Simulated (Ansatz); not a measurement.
The input, for Ansatz 0.2.0:

```yaml
crystal:
  periodic: [false, false, false]
  atoms:
    - {symbol: As, position_ang: [0.000000, 0.000000, 0.000000]}
    - {symbol: Li, position_ang: [0.000000, 0.000000, 2.745500]}
basis:
  gaussian: {orbitals: pcseg-2}
total_charge: 1
magnetization: {spin_polarized: true, initial_magnetization: 1}
hamiltonian: {xc: {name: B3LYP}}
correlation: {method: ccsdt, electrons: outside_noble_gas, diis_vectors: 12}
scf: {omitted_lower_state_checks: [cluster_reference]}
```

```sh
$ ansatz run in.yaml --threads 1 --pin off --events-out ev --progress --plain --max-ram 2393MiB
```

Log:

```
these checks for a lower state are left out or cut short: cluster_reference
729 factors; integrals over basis functions are off by at most 1.8e-7 eV
mean field evaluation 1: about -61038.6387 eV, gradient 1.2e1 eV
mean field evaluation 2: about -61038.6404 eV, gradient 1.2e1 eV
mean field evaluation 4: about -61039.7792 eV, gradient 1.0e0 eV
mean field evaluation 8: about -61039.7830 eV, gradient 5.9e-3 eV
mean field evaluation 16: about -61039.7830 eV, gradient 6.4e-6 eV
mean field evaluation 32: about -61039.7830 eV, gradient 4.9e-4 eV
mean field evaluation 64: about -61040.0500 eV, gradient 3.9e-1 eV
mean field evaluation 96: about -61040.0909 eV, gradient 4.9e-1 eV
mean field -61040.16642645 eV, -2243.1847416611 hartree, gradient 4.6e-6 eV, S^2 1.601070; 13 other end points of the search recorded, 0 dependent functions left out
15 core orbitals not correlated: weight in the atoms' cores, before any rotation towards them, 1.000 or more for the frozen orbitals, at most 0.000 for the correlated occupied ones
reference -60992.06093957 eV, -2241.4168976254 hartree; 3, 2 occupied and 40, 41 virtual orbitals, 729 factors
second order -1.86365923 eV of doubles, -0.14142570 eV of singles
cycle   1  -2.34277275 eV  change   -3.4e-1 eV  update   5.5e-2
cycle   2  -2.55974024 eV  change   -2.2e-1 eV  update   3.3e-2
...
cycle  27  -2.28209327 eV  change    5.3e-5 eV  update   9.4e-5
cycle  28  -2.28215000 eV  change   -5.7e-5 eV  update   5.7e-5
cycle  29  -2.28211927 eV  change    3.1e-5 eV  update   2.2e-5
cycle  30  -2.28210922 eV  change    1.0e-5 eV  update   1.6e-5
cycle  31  -2.28210709 eV  change    2.1e-6 eV  update   8.7e-6
cycle  32  -2.28209897 eV  change    8.1e-6 eV  update   3.1e-6
cycle  33  -2.28209561 eV  change    3.4e-6 eV  update   1.6e-6
cycle  34  -2.28209258 eV  change    3.0e-6 eV  update   1.1e-6
cycle  35  -2.28209231 eV  change    2.7e-7 eV  update   9.5e-7
cycle  36  -2.28209206 eV  change    2.5e-7 eV  update   6.0e-7
Total energy: -60994.34303163 eV, -2241.5007629616 hartree
Checks for a lower state left out: cluster_reference
```

Ran on 1 thread of Arm Neoverse V1, shared host: 24 s wall, 0.19 GiB peak host memory.
